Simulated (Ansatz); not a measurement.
**[H···H···CH₃], doublet along the distance H1-H2**

Starting geometry:

```xyz
6

H    -2.1409    0.0000    0.0000
H    -1.3959    0.0000    0.0000
C     0.2371    0.0000    0.0000
H     0.2371   -1.0800    0.0000
H     0.2371    0.5400    0.9353
H     0.2371    0.5400   -0.9353
```

From there H2 is moved from one fragment to the other while all else, the fragments' distance too, stays fixed; atoms are numbered as listed. Energies are in kcal/mol, counted from the starting geometry at the same level. Kohn–Sham curves are unrestricted where that lies lower.

Basis cc-pVDZ; Ansatz 0.2.0. Correlated methods freeze the noble-gas cores. R marks a restricted (for open shells ROHF) determinant, U an unrestricted one.

Full CI isn't at hand for all of this; RCCSDTQ serves as the reference, and is uncertain by about the last step of the cluster series. The frozen core follows each run's orbitals, which can shift R against U totals by a few meV.

```json
{"distance H1-H2 (Å)": "0.745", "RCCSDTQ": "0.0", "curve A": "0.0", "curve B": "0.0", "curve C": "0.0", "curve D": "0.0"}
{"distance H1-H2 (Å)": "0.823", "RCCSDTQ": "1.0", "curve A": "1.2", "curve B": "0.0", "curve C": "-1.1", "curve D": "2.8"}
{"distance H1-H2 (Å)": "0.978", "RCCSDTQ": "6.8", "curve A": "7.7", "curve B": "4.4", "curve C": "1.4", "curve D": "11.8"}
{"distance H1-H2 (Å)": "1.133", "RCCSDTQ": "9.5", "curve A": "10.6", "curve B": "7.2", "curve C": "3.6", "curve D": "15.1"}
{"distance H1-H2 (Å)": "1.288", "RCCSDTQ": "12.5", "curve A": "13.2", "curve B": "11.5", "curve C": "8.4", "curve D": "15.6"}
```

(1) The curves come from B3LYP, PBE, RCCSD, UHF. Compare each with RCCSDTQ and say which is which.

In so small a basis the reference is far from its limit while semilocal and hybrid functionals are nearer theirs, so the functionals' errors here hold much of the reference's basis and frozen-core error, which can add to them or hide them.

Results:

(1) A: RCCSD, B: B3LYP, C: PBE, D: UHF. Spread of the error against RCCSDTQ, over the points where both stand: A 1.0, B 2.5, C 5.9, D 5.6 kcal/mol.
